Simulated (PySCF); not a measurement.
# M06-2X/STO-3G run of BH2F (SMILES BF)

Aim: the vertical singlet–triplet gap of BH2F at M06-2X/STO-3G, from 2 runs. The job is set up through a Python script.

The calculation is run with PySCF 2.14.0.

7 further runs of the same task are left out: 7 set aside as unsound or not needed.

## (1) The structure to begin with

BH2F has 4 atoms, charge 0, and is taken as a singlet. SMILES: `BF`. The shape is that of a PBE0-D4/def2-TZVP optimisation.

Bond lengths: B1–F2 1.317 Å, B1–H3 1.197 Å, B1–H4 1.198 Å. Angles: F2–B1–H3 117.8°, F2–B1–H4 117.8°, H3–B1–H4 124.4°.

## (2) A single-point energy at M06-2X/STO-3G

The input, run.py:

```python
# BF
from pyscf import gto, dft

system = gto.M(
    atom='''
B     -0.051590    -0.007559    -0.058204
F      2.005377    -0.560682     1.228133
H     -1.913348    -1.226621     0.351867
H      0.064629     1.681100    -1.560158
''',
    unit='bohr',
    basis='sto-3g',
    max_memory=1860,
    verbose=3,
)

mf = dft.RKS(system)
mf.xc = 'm06-2x'
mf.conv_tol = 1e-10
mf.grids.level = 5
mf.kernel()
if not mf.converged:
    mf = mf.newton().run(mf.mo_coeff, mf.mo_occ)

e_final = mf.e_tot
print(f'total energy: {e_final:.8f} hartree')
```

Command:

```bash
$ OMP_NUM_THREADS=1 python run.py
```

Log:

```text
converged SCF energy = -124.162655911932
total energy: -124.16265591 hartree
```

It took 2.2 s on 1 thread of Arm Neoverse V1, shared host; peak memory 0.17 GiB.

## (3) The triplet, same level

The input, input.py:

```python
from pyscf import gto, dft

mol = gto.Mole()
mol.atom = '''
B       -0.027300      -0.004000      -0.030800
F        1.061200      -0.296700       0.649900
H       -1.012500      -0.649100       0.186200
H        0.034200       0.889600      -0.825600
'''
mol.charge = 0
mol.basis = 'sto-3g'
mol.max_memory = 1860
mol.spin = 2
mol.verbose = 3
mol.build()

mf = dft.UKS(mol)
mf.xc = 'm06-2x'
mf.grids.level = 5
mf.conv_tol = 1e-10
mf.kernel()
if not mf.converged:
    mf = mf.newton().run(mf.mo_coeff, mf.mo_occ)

energy = mf.e_tot
print(f'total energy: {energy:.8f} hartree')
```

Command:

```bash
$ OMP_NUM_THREADS=1 python input.py
```

Log:

```text
WARN: HOMO 0.0525574178890124 >= LUMO -0.315473607845072

WARN: HOMO -0.0294506885540936 >= LUMO -0.0710408096486652

WARN: HOMO -0.0451954072767541 >= LUMO -0.107618188364459

WARN: HOMO -0.0559399440089996 >= LUMO -0.097577937388614

WARN: HOMO -0.0535155376850593 >= LUMO -0.0974894560213562

WARN: HOMO -0.0546530102291307 >= LUMO -0.0988396433929173

WARN: HOMO -0.0545999129047413 >= LUMO -0.0986800524648399

WARN: HOMO -0.0546153879823252 >= LUMO -0.0987578934415064

WARN: HOMO -0.0546158761588033 >= LUMO -0.0987582941142345

WARN: HOMO -0.0546160316849129 >= LUMO -0.0987583574395522

WARN: HOMO -0.0546160450255266 >= LUMO -0.0987583374936765

converged SCF energy = -123.927097939675  <S^2> = 2.0017116  2S+1 = 3.0011408
total energy: -123.92709794 hartree
```

Run time: 3.9 s. Hardware: 1 thread of Arm Neoverse V1, shared host; peak memory 0.19 GiB.

## (4) Summary of results

At M06-2X/STO-3G:

| quantity | value |
| --- | --- |
| singlet: total energy | -124.16266 Eh |
| singlet: dipole moment | 0.24 D |
| singlet: HOMO energy | -8.16 eV |
| singlet: LUMO energy | 3.73 eV |
| singlet: HOMO–LUMO gap | 11.89 eV |
| triplet: total energy | -123.92710 Eh |
| triplet: dipole moment | 0.67 D |
| triplet: HOMO energy (highest over α and β) | -1.49 eV |
| triplet: ⟨S²⟩ | 2.002 |
| vertical energy of the triplet above the singlet | 6.410 eV |

In words: At this shape the triplet lies 6.41 eV (148 kcal/mol) above the singlet. In a minimal basis such a difference can be off by several eV, whatever the method. Mulliken charges (singlet) run from -0.09 on F2 to +0.22 on B1.
